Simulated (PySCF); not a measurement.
Monochlorosilylene, ClHSi (singlet state).
SMILES with atom numbers: `[SiH:1][Cl:2]` (hydrogens: H3 on Si1)

Structure used (PBE0-D3(BJ)/def2-TZVP), in Å, numbered top down from 1:
```xyz
3
ClHSi angstrom
Si    -0.1741    0.7700   -0.0575
Cl     1.5906   -0.3250   -0.0788
H     -1.0833   -0.4591   -0.0814
```

Computed with PBE0-D3(BJ)/def2-TZVP geometry optimisation, gas phase in PySCF.

Take the most abundant isotopes and a rigid rotor. 

Q: What are A, B and C (MHz)?

A: Ia = 2.25, Ib = 68.72, Ic = 70.97 u·Å²; 505379 MHz·u·Å²/I gives A = 224859, B = 7354, C = 7121 MHz.

Q: What kind of rotor is it?

A: A near-prolate asymmetric top: κ = (2 × 7354 − 224859 − 7121)/(224859 − 7121) = -1.00.

Q: Predict some low-J microwave lines.

A: The dipole components are |μa| = 0.95 D, |μb| = 0.22 D, |μc| = 0.00 D; the mirror of this Cs structure is the ab plane, so μc vanishes by symmetry and there are no c-type lines. The squared components, which scale the intensities, stand as 1.00 : 0.06 (a : b). Some lines, for components of 0.1 D or more:

```
type  branch         J(Ka,Kc)      MHz  lower level (cm⁻¹)
   a       Q  3(1,2) ← 3(1,3)     1397              10.133
   a       R  1(0,1) ← 0(0,0)    14475               0.000
   a       R  2(1,2) ← 1(1,1)    28716               7.738
   a       R  3(2,2) ← 2(2,1)    43424              30.485
   a       R  3(1,2) ← 2(1,1)    43773               8.719
   a       R  4(3,2) ← 3(3,1)    57898              68.229
   a       R  4(2,2) ← 3(2,1)    57900              31.933
   b       Q  2(1,1) ← 2(0,2)   217971               1.448
   b       Q  3(1,2) ← 3(0,3)   218321               2.897
   b       R  2(1,2) ← 1(0,1)   246221               0.483
   b       R  3(1,3) ← 2(0,2)   260346               1.448
   b       Q  2(2,0) ← 2(1,1)   652515               8.719
   b       Q  2(2,1) ← 2(1,2)   653213               8.696
   b       R  2(2,1) ← 1(1,0)   681697               7.746
   b       Q  4(3,1) ← 4(2,2)  1088105              33.865
   b       Q  3(3,1) ← 3(2,2)  1088107              31.933
   b       R  4(3,1) ← 3(2,2)  1146005              31.933
   b       Q  4(4,0) ← 4(3,1)  1523349              70.160
   b       Q  4(4,1) ← 4(3,2)  1523349              70.160
   b       R  4(4,1) ← 3(3,0)  1581248              68.229
   b       R  4(4,0) ← 3(3,1)  1581248              68.229
```

Q: Estimate the classical rotational partition function at 100 K, 298.15 K and 500 K.

A: Point group Cs, symmetry number σ = 1; q = (√π/σ)·√((kT/h)³/(ABC)), k/h = 20836.6 MHz/K: 1550 at 100 K, 8000 at 298.15 K, 17400 at 500 K.

Stationary, but not proved a minimum. No vibrational averaging or centrifugal distortion is included, and the geometry carries the error of its method. Quadrupole hyperfine structure (35Cl) is left out.
